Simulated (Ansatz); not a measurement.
# BeMgH2 (triplet): from Hartree-Fock to the top rungs, def2-TZVPP

An exercise on one series of results from a longer session: the logs are not shown, and one member is left open.

The runs use Ansatz 0.2.0, Gaussian basis; def2-TZVPP, core rule «outside noble gas», up to 6 orbitals frozen.

The runs, in order: UHF; ROHF; CCSD(T) on UHF.

2 further runs of the same task are left out: 2 set aside as unsound or not needed.

## The geometry

The geometry is a PBE0/def2-TZVP stationary point (not a proven minimum).

4 atoms, charge 0, spin multiplicity 3.

Atoms are counted from 1 here; the program's logs count them from 0.

Bond lengths: Be1–H3 1.420 Å, Mg2–H3 2.008 Å, Mg2–H4 1.710 Å. Angles: H3–Mg2–H4 132.1°, Be1–H3–Mg2 95.7°.

The first run:

Input file in.yaml:

```yaml
crystal:
  periodic: [false, false, false]
  atoms:
    - {symbol: Be, position_ang: [0.000000, -0.064014, 1.914191]}
    - {symbol: Mg, position_ang: [0.000000, -0.036767, -0.656886]}
    - {symbol: H, position_ang: [0.000000, 1.049072, 1.031751]}
    - {symbol: H, position_ang: [0.000000, 0.409865, -2.307047]}
basis:
  gaussian: {orbitals: def2-TZVPP}
magnetization: {spin_polarized: true, initial_magnetization: 2}
hamiltonian: {xc: hf}
output: {orbitals: {seedname: orbitals}}
```

Run with:

```sh
> ansatz run in.yaml --threads 1 --pin off --events-out ev --progress --plain --max-ram 4096MiB --backend cpu
```

Steps of the session up to this table: UHF; ROHF; CCSD(T) on UHF.

One of the session's tables, all rows but one given; the rest of the session is left out.

| method | from UCCSD(T) (meV) |
| --- | --- |
| ROHF | +2508.1 |
| UHF | +2484.7 |
| UMP2 | +615.4 |
| UCCSD | ? |
| UCCSD(T) | 0 |

Q: Estimate the row for UCCSD from the others.

As computed: from UCCSD(T) (meV): +39.9. In the column «from UCCSD(T) (meV)» it lies between UCCSD(T) (0) and UMP2 (+615.4).
